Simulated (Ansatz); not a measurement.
# H$_{2}$Si–B, doublet in cc-pVTZ: errors against RCCSDT(Q)

Geometry: a PBE0/def2-TZVP stationary point for this spin, not checked as a minimum.

```csv
atom,x (Å),y (Å),z (Å)
Si,-0.0850,0.0000,0.4943
B,0.0885,0.0000,-1.4519
H,0.7098,-1.2068,0.8997
H,0.7098,1.2068,0.8997
```

Basis cc-pVTZ; Ansatz 0.2.0. Only valence electrons are correlated (noble-gas cores frozen), which leaves 9 electrons in 86 orbitals. Prefix R: restricted or restricted open-shell reference; prefix U: unrestricted. Active spaces: valence = (9e, 10o) chosen from the atoms' valence shells.

Full CI isn't at hand for all of this; RCCSDT(Q) serves as the reference, and is uncertain by about the last step of the cluster series. The frozen core follows each run's orbitals, which can shift R against U totals by a few meV.

Unrestricted rows (U) aren't spin-pure: their determinants' ⟨S²⟩ exceeds S(S+1) by up to 0.53, so they mix in states of higher spin.

* UHF ⟨S²⟩: 1.276
* T1 diagnostic (RCCSD): 0.0463
* largest doubles amplitude (RCCSD): 0.146
* T1 diagnostic (UCCSD): 0.0833

From what is known of these methods and the diagnostics, rank them by the size of their error in total energy against RCCSDT(Q) in cc-pVTZ, smallest first (an estimate: the text doesn't fix the numbers).
A. CASSCF (valence space)
B. UMP2
C. MRCISD (valence space)
D. UCCSDT(Q)
E. RCCSDT

D (0.11 kcal/mol), E (0.58 kcal/mol), C (8.27 kcal/mol), B (41.06 kcal/mol), A (90.36 kcal/mol).

All errors are against RCCSDT(Q) in cc-pVTZ. Below it: UCCSDT(Q). Within each family the higher level lies nearer, as is usual though not guaranteed.

Natural occupations of CASSCF (valence space) about the gap: 1.983 1.965 1.951 1.831 1.007 0.161 0.037 0.024 0.022 0.019; effectively unpaired electrons, Σ n²(2−n)², 1.21.

Atomization energy (electronic, same basis, no zero-point term; atoms at the same level, unrestricted beside the R rows where the molecule is a closed shell, with restricted open-shell steps beyond CCSDT(Q)) at RCCSDT(Q): 844.6 kJ/mol. Errors of other levels:

```
                   level  error (kJ/mol)
                     RHF          -237.5
                     UHF          -207.9
                    RMP2           -23.8
                    UMP2           -57.0
                   RCCSD           -26.4
                   UCCSD           -28.9
                RCCSD(T)            -3.9
                UCCSD(T)            -9.8
                 BCCD(T)            -4.3
                  RCCSDT            -2.3
                  UCCSDT            -2.7
               UCCSDT(Q)             0.3
  CASSCF (valence space)          -103.8
  NEVPT2 (valence space)           -33.6
  MRCISD (valence space)           -25.9
MRCISD+Q (valence space)           -13.5
```

This basis is far from its limit, so the value isn't to be set against a measured one. Truncated CI isn't size-consistent, which counts against it in atomization.
